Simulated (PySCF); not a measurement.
1,4,5,8-tetraazanaphthalene: full NMR table

```
Formula                               : C6H4N4
SMILES                                : c1cnc2nccnc2n1
Point group of the computed structure : D2h
Degrees of unsaturation               : 7
Carbon signals                        : 2
Proton signals                        : 1
```

Numbering as in the mapped SMILES `[cH:1]1[cH:2][n:3][c:4]2[n:5][cH:6][cH:7][n:8][c:9]2[n:10]1`. Each H is labelled by its parent atom.

Computed data (PySCF 2.14): NMR shieldings at KT2/pcSseg-1/GIAO, PBE0-D3(BJ)/def2-SVP geometry, B3LYP/pcJ-1 coupling constants (without the spin–dipole term). Equivalent nuclei averaged, one computed conformer, in vacuum, no relativistic terms.

References, each an isolated molecule treated in the same way: TMS for ¹H (σ = 31.18 ppm), ¹³C (σ = 183.22 ppm); NH3 for ¹⁵N (σ = 264.30 ppm).

| carbon | δC, type | δH (multiplicity, J in Hz) | HMBC from (abs. J ≥ 3 Hz) | span of the C tensor (ppm) |
| --- | --- | --- | --- | --- |
| C1/C2/C6/C7 | 141.5, CH | 8.81 (s) | H(C1)/H(C2)/H(C6)/H(C7) | 190 |
| C4/C9 | 139.2, C | – | H(C1)/H(C2)/H(C6)/H(C7) | 159 |

Other nuclei:
```
       atoms  nucleus                  environment  δ (ppm)  σ (ppm)
N3/N5/N8/N10      ¹⁵N  pyridine-type ring nitrogen    359.8    -95.5
```

Selected couplings (Hz, signed; the shortest-range and largest first, 30 at most; isotopes ¹³C, ¹H, ¹⁵N): ¹J(C1,H(C1)) 191.3, ²J(N3,H(C2)) -12.7, ³J(N3,H(C1)) -1.0.

Carbon types of the structure: 2 × C, 4 × CH, which accounts for all hydrogens. δC 141.5: aromatic CH next to a ring nitrogen; the adjacent pyridine-type nitrogen withdraws density from it. δC 139.2: ring-fusion aromatic carbon. δH 8.81: hydrogen on an aromatic CH next to a ring nitrogen; ring current plus the neighbouring ring nitrogen.

Shifts are as computed. Against solution values, carbons near 30 ppm lie about +2 ppm off and those near 130 ppm about -5 ppm. Of 1211 compounds with measured shifts, 218 miss one by over three times the rms of a fit or turn the order of signals round; such compounds aren't used in these exercises. Experimental scales use liquid or dissolved standards, which lie at an offset from isolated NH3 (liquid NH3: subtract about 20 ppm). Unscaled 15N shifts of sp2 nitrogen come out 20 to 40 ppm too high even then.
